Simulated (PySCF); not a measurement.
Reproducing measurements on dimethylformamide

**Measured values to compare with.**

From NIST CCCBDB Release 22 (SRD 101), experimental dipoles, for the gas: dipole moment (dielectric constant and refractivity) 3.82 D.

The runs below try to reproduce these values; the comparison stands at the end.

Species: dimethylformamide, C₃H₇NO.
Atom-mapped SMILES: `[CH3:1][N:2]([CH3:3])[CH:4]=[O:5]` (hydrogens: H6, H7, H8 on C1; H9, H10, H11 on C3; H12 on C4)

Geometry (PBE0-D3(BJ)/def2-SVP, Å), atoms numbered from 1 in this order:
```xyz
12
C3H7NO angstrom
C      1.3346    0.0492    0.3208
N     -0.0523    0.1275   -0.0401
C     -0.8387   -1.0767    0.0113
C     -0.6308    1.2986   -0.4209
O     -1.7894    1.4426   -0.7358
H      1.7930    1.0460    0.2481
H      1.4616   -0.3122    1.3566
H      1.8890   -0.6348   -0.3456
H     -1.8656   -0.8213   -0.2802
H     -0.4443   -1.8399   -0.6815
H     -0.8443   -1.5034    1.0290
H      0.1027    2.1417   -0.4107
```

Runs made with PySCF (gas phase, on this PBE0-D3(BJ)/def2-SVP geometry; no spin–orbit coupling):

```json
{"level": "PBE0-D3(BJ)/def2-SVP, grid level 1", "job": "geometry optimisation from an MMFF94s start shaken at random", "basis functions": "105"}
{"level": "B97-2/pcSseg-2", "job": "shieldings", "basis functions": "278"}
{"level": "BHandHLYP/pcSseg-2", "job": "shieldings", "basis functions": "278"}
{"level": "PBE0/6-311+G(2d,p)", "job": "shieldings, charges and field gradients", "basis functions": "177"}
{"level": "PBE0/STO-3G", "job": "shieldings, charges and field gradients", "basis functions": "32"}
{"level": "wB97X-D/pcSseg-2", "job": "shieldings", "basis functions": "278"}
{"level": "CAM-B3LYP/pcJ-1", "job": "spin–spin couplings from 11 perturbed nuclei, spin–dipole term for 1 of them", "basis functions": "205"}
{"level": "KT2/pcJ-1", "job": "spin–spin couplings from 11 perturbed nuclei, spin–dipole term for 1 of them", "basis functions": "205"}
{"level": "LDA/pcJ-1", "job": "spin–spin couplings from 11 perturbed nuclei, spin–dipole term for 1 of them", "basis functions": "205"}
{"level": "PBE0/pcJ-1", "job": "spin–spin couplings from 11 perturbed nuclei, spin–dipole term for 1 of them", "basis functions": "205"}
{"level": "B3LYP/6-31G*", "job": "spin–spin couplings from 11 perturbed nuclei, spin–dipole term for 1 of them", "basis functions": "84"}
{"level": "B3LYP/6-31G-J", "job": "spin–spin couplings from 11 perturbed nuclei, spin–dipole term for 1 of them", "basis functions": "88"}
```

All basis functions are spherical.

## Comparison

**Dipole moment.** Measured: 3.82 D (NIST CCCBDB Release 22 (SRD 101), experimental dipoles).

```csv
level,computed (D),computed − measured (D),% (from the printed values)
PBE0-D3(BJ)/def2-SVP,3.80,-0.02,-1
B97-2/pcSseg-2,3.98,+0.16,+4
BHandHLYP/pcSseg-2,4.12,+0.30,+8
"PBE0/6-311+G(2d,p)",4.04,+0.22,+6
PBE0/STO-3G,2.71,-1.11,-29
wB97X-D/pcSseg-2,4.05,+0.23,+6
CAM-B3LYP/pcJ-1,4.02,+0.20,+5
KT2/pcJ-1,3.81,-0.01,0
LDA/pcJ-1,3.99,+0.17,+4
PBE0/pcJ-1,4.00,+0.18,+5
B3LYP/6-31G*,3.71,-0.11,-3
B3LYP/6-31G-J,4.02,+0.20,+5
```

12 of the 34 levels run are shown, the closest and the furthest among them. Closest is KT2/pcJ-1 (-0.01 D), furthest PBE0/STO-3G (-1.11 D); one molecule doesn't rank methods. The computed dipoles belong to one fixed geometry; measured ones are averaged over vibrations unless marked μe. Magnitudes are compared, not signs.

The geometry is computed, not the measured one. Where a level misses, the cause wasn't examined.
